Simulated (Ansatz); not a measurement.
Rhombohedral A7 Sb was calculated with PBE+SOC in Ansatz (PAW).

Numerical settings: plane-wave cutoff 520 eV, 16×16×16 k mesh, Fermi–Dirac smearing 0.05 eV, PAW data made under PBE.

Shape and atoms are relaxed at each volume.

Pressure at four volumes; x = ln(V/31.969 Å³). One pressure is withheld.

| V (Å³/atom) | x | P (GPa) |
|---|---|---|
| 30.690 | -0.0408 | ? |
| 31.330 | -0.0202 | 0.657 |
| 31.969 | 0.0000 | 0.009 |
| 33.248 | 0.0392 | -0.982 |

Problem. Pass a parabola P(x) through the three rows shown, estimate the bulk modulus and its pressure derivative near zero pressure, and predict the withheld pressure.

Solution. Slopes between the rows: (0.009 − (0.657))/(0.0000 − (-0.0202)) = -32.08 and (-0.982 − (0.009))/(0.0392 − (0.0000)) = -25.28 GPa. Their difference over the span 0.0594 is c = 6.80/0.0594 = 114.5 GPa, so P(x) = 0.657 + (-32.08)(x − (-0.0202)) + 114.5 (x − (-0.0202))(x − (0.0000)). At the middle row B = −dP/dx = −[-32.08 + 114.5 × 0.0202] = 29.8 GPa, and B′ = dB/dP = 2c/B = 7.7. At x = -0.0408 the parabola gives 1.414 GPa; the run gives 1.427 GPa. The Birch–Murnaghan fit to the energies at all volumes has B0 = 29.3 GPa and B′ = 7.9.

Measured, for comparison: bulk modulus 39.5 GPa (copied from a table, unchecked, extrapolated to 0 K and zero-point effects removed; as tabulated in Lejaeghere et al. (2013), arXiv:1204.2733). Computed (rounded) less measured: bulk modulus not scored (unchecked).

Note: for a layered or molecular solid the relaxed cell lies over 5 % above the published volume, where the minimum can be shallow; the cell comes from a level without a dispersion term, which matters for the spacing of layers, chains or molecules; the bulk modulus comes from volumes at which shape and atoms were relaxed.

Ansatz is a quantum-chemistry and plane-wave program.
